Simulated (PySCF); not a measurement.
## Calculated properties of cyclopropanecarboxamide, `C1(C(N)=O)CC1`

Cyclopropanecarboxamide, C₄H₇NO.
Bonds: N1–C2, C2–O3 (double), C2–C4, C4–C5, C5–C6, C4–C6. Hydrogens: H7, H8 on N1; H9 on C4; H10, H11 on C5; H12, H13 on C6.

Some functional groups and rings: amide and cyclopropane ring.

GFN2-xTB geometry:

- Rotational constants A, B, C of the GFN2-xTB geometry: 7.510, 2.728, 2.369 GHz

From CAM-B3LYP/def2-SVPD ground state and vertical TDDFT (core frozen in the response) (PySCF):

* Dipole moment: 3.79 D
* HOMO energy: -8.94 eV
* LUMO energy: 1.23 eV
* HOMO–LUMO gap: 10.17 eV
* Lowest singlet excitation: 5.88 eV (211 nm, f = 0.000)
* Strongest line among the 8 lowest singlet transitions: S7 at 8.28 eV (150 nm, f = 0.371)
* Lowest triplet excitation (Tamm–Dancoff): 5.45 eV
* Static isotropic polarisability: 57.2 au
* Electronic spatial extent ⟨r²⟩ about the centre of nuclear charge: 568 bohr²

PBE0/pcSseg-1 ground state and GIAO shieldings, non-relativistic (PySCF):

- Lowest Hirshfeld atomic charge: -0.30 e on O3
- Highest Hirshfeld atomic charge: +0.17 e on C2
- 13C chemical shifts (computed TMS as zero) by class: 174.9 (C2), 15.5 (C4), 9.8 (C5/C6) ppm
- 1H chemical shifts (computed TMS as zero) by class: 5.07 (H8), 4.54 (H7), 0.98 (H10/H13), 0.88 (H9), 0.65 (H11/H12) ppm
- Isotropic shieldings of nuclei other than C and H, by class: 151 (N1), -40 (O3) ppm
- Mayer bond orders between heavy atoms: N1–C2 1.19, C2–O3 1.93, C2–C4 0.92, C4–C5 0.93, C5–C6 0.99, C6–C4 0.94

B3LYP/pcJ-1 indirect spin-spin coupling, non-relativistic, gas phase; spin–dipole term left out for some pairs (PySCF):

- Largest of the computed one-bond spin–spin couplings (means over like bonds): 13C–1H +173.5 (C5–H10 and 1 like it), 13C–1H +167.5 (C5–H11 and 1 like it), 13C–1H +164.9 (C4–H9), 15N–1H -95.7 (N1–H7), 15N–1H -94.7 (N1–H8), 13C–13C +68.0 (C2–C4), 17O–13C +26.9 (O3–C2), 15N–13C -17.8 (N1–C2) Hz

Monoisotopic mass (most abundant isotopes): 85.0528 u.

The dipole matches unit charges of opposite sign 0.79 Å apart (1 e·Å = 4.8032 D). The largest Löwdin shares of the HOMO are 0.68 on O3, 0.11 on C2, 0.09 on C4 and 0.06 on N1. In wavenumbers S1 is 47400 cm⁻¹ (1 eV = 8065.54 cm⁻¹). The vertical singlet–triplet gap S1 − T1 is 0.43 eV (TDDFT singlet less Tamm–Dancoff triplet; S1: HOMO→LUMO+1, weight 0.90; T1: HOMO→LUMO+1, weight 0.90).

Conformer computed: `[NH2:1][C:2](=[O:3])[CH:4]1[CH2:5][CH2:6]1`: N1–C2–C4–C5 145°, H–N1–C2–O3 0°, H–N1–C2–O3 179°.

One conformer stands for the species.
